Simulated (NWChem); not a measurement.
System: BCl3; SMILES ClB(Cl)Cl

Program: NWChem. Pople sets run with spherical d functions. Each level has its own optimisation; frequencies are unscaled.

```json
[
 {"level": "Hartree-Fock/STO-3G", "r B–Cl (Å)": "1.768", "highest harmonic frequency (cm⁻¹)": "1135", "lowest (cm⁻¹)": "275", "zero-point energy (kcal/mol)": "5.5"},
 {"level": "Hartree-Fock/3-21G", "r B–Cl (Å)": "1.771", "highest harmonic frequency (cm⁻¹)": "918", "lowest (cm⁻¹)": "273", "zero-point energy (kcal/mol)": "4.7"},
 {"level": "Hartree-Fock/6-31G*", "r B–Cl (Å)": "1.744", "highest harmonic frequency (cm⁻¹)": "1012", "lowest (cm⁻¹)": "276", "zero-point energy (kcal/mol)": "5.1"},
 {"level": "B3LYP/6-31G*", "r B–Cl (Å)": "1.752", "highest harmonic frequency (cm⁻¹)": "952", "lowest (cm⁻¹)": "260", "zero-point energy (kcal/mol)": "4.8"},
 {"level": "LDA (Slater exchange, VWN5)/def2-SVP", "r B–Cl (Å)": "1.736", "highest harmonic frequency (cm⁻¹)": "992", "lowest (cm⁻¹)": "253", "zero-point energy (kcal/mol)": "4.9"},
 {"level": "PBE/def2-SVP", "r B–Cl (Å)": "1.753", "highest harmonic frequency (cm⁻¹)": "956", "lowest (cm⁻¹)": "250", "zero-point energy (kcal/mol)": "4.7"},
 {"level": "BLYP/def2-SVP", "r B–Cl (Å)": "1.764", "highest harmonic frequency (cm⁻¹)": "925", "lowest (cm⁻¹)": "249", "zero-point energy (kcal/mol)": "4.6"},
 {"level": "PBE0/def2-SVP", "r B–Cl (Å)": "1.742", "highest harmonic frequency (cm⁻¹)": "993", "lowest (cm⁻¹)": "257", "zero-point energy (kcal/mol)": "4.9"}
]
```
